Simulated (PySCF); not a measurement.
ethanethiol (C2H6S), SMILES CCS. Atoms are numbered in the order given.

```xyz
9

C     -1.4424     0.7545    -0.3609
C     -0.4922    -0.4271    -0.4898
S      1.0222    -0.2517     0.4912
H     -2.3551     0.5787    -0.9380
H     -0.9769     1.6698    -0.7352
H     -1.7153     0.9187     0.6833
H     -0.9577    -1.3403    -0.1117
H     -0.2253    -0.6107    -1.5319
H      1.4828     0.8466    -0.1214
```
Charge 0, spin multiplicity 1.

Geometry: ωB97X-D3(BJ)/def2-TZVP. One conformer was computed; it need not be the lowest.

Two levels are set side by side: PBE/pcJ-1 (PySCF) and PBE0/pcJ-1 (PySCF). One-bond couplings, all four terms, same geometry. Isotopes: 13C, 1H, 33S. Differences are taken from unrounded values.

```csv
quantity,PBE0
"¹J(C1,C2) (Hz)",35.5
"¹J(C1,H4) (Hz)",122.7
"¹J(C1,H5) (Hz)",126.2
"¹J(C1,H6) (Hz)",129.2
"¹J(C2,H7) (Hz)",134.6
"¹J(C2,H8) (Hz)",140.0
```

Problem. What does PBE give, and how far is it from PBE0? (Estimate from the structure and the level; the computed values follow.)

Solution. 
```tsv
quantity	PBE	PBE minus PBE0
¹J(C1,C2) (Hz)	30.3	-5.2
¹J(C1,H4) (Hz)	118.5	-4.2
¹J(C1,H5) (Hz)	122.7	-3.4
¹J(C1,H6) (Hz)	125.6	-3.7
¹J(C2,H7) (Hz)	130.3	-4.3
¹J(C2,H8) (Hz)	135.5	-4.5
```

Rough cost on one machine, each run with all the roots and properties that it gave: PBE0 against PBE within a factor of 2.
